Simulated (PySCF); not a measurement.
MgCl, PBE0: how much the basis matters

PySCF, UKS reference; doublet, unpaired electrons σ ↑; De to Mg + Cl without counterpoise correction.

| basis | relativity | functions | Re (Å) | ωe (cm⁻¹) | De (eV) | μ (D) |
| --- | --- | --- | --- | --- | --- | --- |
| pcseg-1 | no relativity | 28 | 2.271 | 415 | 3.04 | -4.71 |
| def2-SVP | no relativity | 36 | 2.231 | 464 | 3.39 | -3.23 |
| 6-311G(d,p) | no relativity | 52 | 2.231 | 446 | 3.31 | -3.77 |
| x2c-TZVPPall | spin-free X2C | 74 | 2.209 | 457 | 3.33 | -3.33 |

How does each smaller set differ from the one with most functions, x2c-TZVPPall?

pcseg-1: +6.2 pm, -9.2 % in ωe, -0.29 eV in De; def2-SVP: +2.2 pm, +1.5 % in ωe, +0.06 eV in De; 6-311G(d,p): +2.2 pm, -2.4 % in ωe, -0.02 eV in De. All at PBE0; the set with most functions is neither the basis-set limit nor always the best. The rows treat relativity differently, so the differences are not basis effects alone.

A positive dipole means Mg(−)Cl(+). The state is the lowest determinant that a PBE0 search found; another state may lie lower at other levels.
